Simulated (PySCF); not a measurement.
Species: C₄H₁₂NP.
Bonds: C1–N2, N2–P3 (double), P3–C4, P3–C5, P3–C6. Hydrogens: H7, H8, H9 on C1; H10, H11, H12 on C4; H13, H14, H15 on C5; H16, H17, H18 on C6.

Method: PySCF 2.14.0, B3LYP/def2-SV(P) geometry optimisation, gas phase; density fitting, grid level 1; the optimiser is geomeTRIC in internal coordinates, started from a GFN2-xTB structure.

Step 0: E = -15114.7422 eV
```
atom  x, y, z in Å  |  force x, y, z in eV/Å
C1      2.3283    0.7026   -0.6488   -0.868   0.406   0.425
N2      1.0457    1.0660   -0.0866    0.367  -0.035  -0.137
P3     -0.1876    0.1313    0.1034   -0.562  -0.132   0.159
C4     -1.4742    1.1713    0.8552    0.151  -0.416  -0.173
C5     -1.0079   -0.6225   -1.3853    0.459   0.376   0.397
C6     -0.0696   -1.3416    1.2315    0.191   0.574  -0.357
H7      2.9357    1.6096   -0.6577    0.523   0.260  -0.129
H8      2.2575    0.3347   -1.6776    0.142  -0.202  -0.586
H9      2.8569   -0.0510   -0.0555    0.435  -0.390   0.222
H10    -2.4005    0.6155    0.9831   -0.520  -0.202   0.109
H11    -1.6351    2.0293    0.2077   -0.095   0.437  -0.296
H12    -1.1118    1.5224    1.8180    0.159   0.204   0.468
H13    -1.1949    0.1780   -2.0997   -0.117   0.320  -0.380
H14    -1.9409   -1.1186   -1.1330   -0.517  -0.285   0.150
H15    -0.3285   -1.3432   -1.8387    0.285  -0.352  -0.264
H16     0.3654   -1.0023    2.1706    0.195   0.083   0.462
H17    -1.0405   -1.7934    1.4158   -0.541  -0.258   0.092
H18     0.5935   -2.0820    0.7860    0.313  -0.387  -0.162
```

Question: Estimate the geometry and energy of step 1. (The exact step hangs on the optimiser's Hessian estimate; all steps are aligned on step 0, rigid shifts and turns removed.)

Answer: E = -15114.8270 eV, largest force 0.169 eV/Å
```
atom  x, y, z in Å  |  force x, y, z in eV/Å
C1      2.3185    0.6762   -0.6520    0.094   0.017  -0.030
N2      1.0529    1.0617   -0.0892   -0.124  -0.006   0.040
P3     -0.2075    0.1527    0.1168    0.156  -0.024  -0.062
C4     -1.5216    1.1680    0.8695   -0.016   0.087   0.035
C5     -0.9892   -0.5945   -1.3888   -0.087  -0.039  -0.030
C6     -0.0465   -1.3171    1.2359   -0.061  -0.062   0.048
H7      2.9905    1.5585   -0.6844   -0.014  -0.042  -0.004
H8      2.2670    0.2978   -1.7024   -0.014   0.006   0.045
H9      2.8694   -0.1012   -0.0680   -0.037   0.020  -0.021
H10    -2.4600    0.6015    1.0051    0.041   0.002  -0.009
H11    -1.7023    2.0412    0.2184    0.003  -0.033   0.022
H12    -1.1650    1.5379    1.8469   -0.013  -0.008  -0.037
H13    -1.1956    0.2092   -2.1179    0.008  -0.013   0.026
H14    -1.9318   -1.1229   -1.1510    0.040   0.015  -0.020
H15    -0.2908   -1.3122   -1.8568   -0.004   0.031   0.025
H16     0.3818   -0.9859    2.1987   -0.011   0.004  -0.027
H17    -1.0209   -1.8080    1.4195    0.048   0.007  -0.004
H18     0.6423   -2.0566    0.7880   -0.011   0.039   0.003
```

The energy changes by -0.0848 eV. The first-order estimate −F·Δx gives -0.1851 eV and the mean of the old and new forces, exact on a quadratic surface, -0.0850 eV. The step makes an angle of 69° with the force vector and moves no atom by more than 0.080 Å.

The cost below is that of the whole optimisation. The run took 16 s wall on an Arm Neoverse V2 with one thread, shared host, and the process peaked at 0.56 GiB of memory.
